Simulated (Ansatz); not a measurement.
# SiH3F (SMILES F[SiH3]) at FCI/STO-3G

Aim: the energy change on altering one bond length of SiH3F at FCI/STO-3G, from 2 runs. 

Program for the calculation: Ansatz 0.2.0.

57 further runs of the same task are left out: 2 that didn't finish, 55 set aside as unsound or not needed.

## (1) Starting point

SiH3F has 5 atoms, charge 0, and is taken as a singlet. SMILES: `F[SiH3]`. The shape is that of a PBE0-D4/def2-TZVP optimisation.

Bond lengths: F1–Si2 1.600 Å, Si2–H3 1.482 Å, Si2–H4 1.482 Å, Si2–H5 1.482 Å. Angles: F1–Si2–H3 108.3°, F1–Si2–H4 108.3°, F1–Si2–H5 108.3°, H3–Si2–H4 110.6°, H3–Si2–H5 110.6°, H4–Si2–H5 110.6°.

## (2) A single-point energy at FCI/STO-3G

run.yaml reads:

```yaml
crystal:
  periodic: [false, false, false]
  atoms:
    - {symbol: F, position_ang: [-1.274600, 0.162800, 0.858000]}
    - {symbol: Si, position_ang: [0.043300, -0.019300, -0.030700]}
    - {symbol: H, position_ang: [-0.367800, -0.192600, -1.443700]}
    - {symbol: H, position_ang: [0.768600, -1.217900, 0.451600]}
    - {symbol: H, position_ang: [0.880500, 1.193400, 0.123400]}
basis:
  gaussian:
    orbitals: STO-3G
magnetization:
  spin_polarized: false
correlation:
  method: fci
  frozen_orbitals: {F: 1, H: 0, Si: 5}
accuracy: high
```

Command:

```
$ ansatz run run.yaml --threads 1 --pin off --max-ram 2610MiB --events-out events.jsonl --progress --plain --runs-dir runs
```

Standard output:

```text
Warning: RAYON_NUM_THREADS=1 ignored (pool sized by the plan → 1); use --threads N
Functional definition: HF
  name "HF"
  exchange = exact_x
  correlation = 0
291 factors; integrals over basis functions are off by at most 3.3e-8 eV
mean field evaluation 1: about -10485.5566 eV, gradient 1.6e1 eV
mean field evaluation 2: about -10485.5753 eV, gradient 1.6e1 eV
mean field evaluation 4: about -10486.8668 eV, gradient 9.9e-1 eV
mean field evaluation 8: about -10486.8730 eV, gradient 2.0e-6 eV
mean field -10486.87298358 eV, -385.3854738887 hartree, gradient 3.3e-8 eV, S^2 0.000000; 0 other end points of the search recorded, 0 dependent functions left out
6 core orbitals not correlated: weight in the atoms' cores, before any rotation towards them, 1.000 or more for the frozen orbitals, at most 0.000 for the correlated occupied ones
reference -10486.87298358 eV, -385.3854738887 hartree; 7, 7 occupied and 4, 4 virtual orbitals, 291 factors
state -10489.06098310 eV, -385.4658813881 hartree
Total energy: -10489.06098310 eV, -385.4658813881 hartree
```

It took 4.8 s on 1 thread of Intel Xeon Platinum 8259CL at 2.50GHz (Skylake/Cascade Lake), shared host.

## (3) The distorted shape, same level

job.yaml reads:

```yaml
crystal:
  periodic: [false, false, false]
  atoms:
    - symbol: F
      position_ang: [-1.171824, 0.206125, 1.211253]
    - symbol: Si
      position_ang: [0.146076, 0.024025, 0.322553]
    - symbol: H
      position_ang: [-0.367800, -0.192600, -1.443700]
    - symbol: H
      position_ang: [0.871376, -1.174575, 0.804853]
    - symbol: H
      position_ang: [0.983276, 1.236725, 0.476653]
basis:
  gaussian:
    orbitals: STO-3G
correlation:
  method: fci
  frozen_orbitals: {F: 1, H: 0, Si: 5}
accuracy: high
```

Command:

```
$ ansatz run job.yaml --threads 1 --pin off --max-ram 2610MiB --events-out events.jsonl --progress --plain --runs-dir runs
```

Standard output:

```text
Warning: RAYON_NUM_THREADS=1 ignored (pool sized by the plan → 1); use --threads N
Functional definition: HF
  name "HF"
  exchange = exact_x
  correlation = 0
291 factors; integrals over basis functions are off by at most 4.2e-8 eV
mean field evaluation 1: about -10483.7113 eV, gradient 1.7e1 eV
mean field evaluation 2: about -10483.7248 eV, gradient 1.7e1 eV
mean field evaluation 4: about -10485.2120 eV, gradient 1.1e0 eV
mean field evaluation 8: about -10485.2192 eV, gradient 3.1e-6 eV
mean field -10485.21919666 eV, -385.3246983403 hartree, gradient 7.2e-8 eV, S^2 0.000000; 0 other end points of the search recorded, 0 dependent functions left out
6 core orbitals not correlated: weight in the atoms' cores, before any rotation towards them, 1.000 or more for the frozen orbitals, at most 0.000 for the correlated occupied ones
reference -10485.21919666 eV, -385.3246983403 hartree; 7, 7 occupied and 4, 4 virtual orbitals, 291 factors
state -10487.84982702 eV, -385.4213722230 hartree
Total energy: -10487.84982702 eV, -385.4213722230 hartree
```

Run time: 0.64 s. Hardware: 1 thread of Intel Xeon Platinum 8259CL at 2.50GHz (Skylake/Cascade Lake), shared host.

## (4) Outcome

At FCI/STO-3G, 6 core orbitals frozen:

| quantity | value |
| --- | --- |
| first shape: total energy | -385.46588 Eh |
| first shape: correlation energy (6 core orbitals frozen) | -80.4 mEh |
| distorted shape: total energy | -385.42137 Eh |
| distorted shape: correlation energy (6 core orbitals frozen) | -96.7 mEh |
| energy change with the Si2–H3 bond stretched from 1.482 to 1.852 Å | 1.211 eV |

What this shows: With the Si2–H3 bond stretched from 1.482 to 1.852 Å the energy rises by 1.21 eV (28 kcal/mol). The first shape isn't relaxed at this level, so the change isn't measured from a minimum. The minimal basis adds a large error of its own.
